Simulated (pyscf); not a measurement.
## Four-centre exchange: HO–Ga(OH)–OH + H₂ → HO–Ga(OH)–OH + H₂

Gas phase, singlet surface, charge 0. Bonds broken: O1–H8, H5–H9. Bonds formed: O1–H5, H8–H9. Structures and frequencies: ωB97X-D3(BJ)/def2-SVP in PySCF.

Transition state (Å):

```xyz
9

O     -0.3811     1.4325     1.5202
Ga    -0.1756    -0.2751     0.9429
O      0.9831    -1.3574     1.7288
O     -1.1666    -0.7952    -0.4206
H     -0.5493     2.3591     0.8477
H      1.4395    -0.9874     2.4927
H     -1.0337    -1.7149    -0.6775
H      0.4115     2.2634     1.4961
H      0.2622     3.2470     0.8094
```

One imaginary mode, 2567i cm⁻¹; descent along it reached the two sides named.

| bond | change | reactant side (Å) | saddle | product side |
|---|---|---|---|---|
| O1–H8 | breaks | 0.963 | 1.148 | 2.6 |
| H5–H9 | breaks | 0.762 | 1.203 | 3.6 |
| O1–H5 | forms | 2.470 | 1.157 | 0.964 |
| H8–H9 | forms | 3.3 | 1.209 | 0.762 |

Electronic energies relative to the separated reactants (kJ/mol):

| level | barrier | reaction energy | reverse barrier |
|---|---|---|---|
| ωB97X-D3(BJ)/def2-TZVP | 289.2 | 0.0 | 289.2 |
| PBE/def2-TZVP | 247.8 | 0.0 | 247.8 |
| r²SCAN/def2-TZVP | 268.4 | 0.0 | 268.4 |
| B3LYP-D3(BJ)/def2-TZVP | 276.9 | 0.0 | 276.9 |
| PBE0-D3(BJ)/def2-TZVP | 268.6 | 0.0 | 268.6 |
| M06-2X/def2-TZVP | 291.5 | 0.0 | 291.5 |
| ωB97M-D3(BJ)/def2-TZVP | 280.6 | 0.0 | 280.6 |
| HF/def2-TZVP | 361.3 | 0.0 | 361.3 |

With ωB97M-D3(BJ)/def2-TZVP energies and thermal terms (ideal gas, 1 atm, RRHO with modes under 100 cm⁻¹ raised to 100, one conformer, R ln 2 for chiral ones without a mode under 150 cm⁻¹), in kJ/mol:

| T (K) | ΔH‡ | ΔG‡ | ΔH | ΔG |
|---|---|---|---|---|
| 298 | 270.3 | 298.2 | 0.0 | 0.0 |
| 600 | 267.8 | 327.8 | 0.0 | 0.0 |
| 900 | 268.1 | 357.7 | 0.0 | 0.0 |
| 1200 | 270.0 | 387.4 | 0.0 | 0.0 |

The same reactants have a lower exit, to HO–GaH–OH + H₂O (barrier +99.7 kJ/mol at ωB97M-D3(BJ)/def2-TZVP, against +280.6 kJ/mol here). One saddle was located; it need not be the lowest between these sides. Elements up to Kr have no core potential and no relativistic terms here.
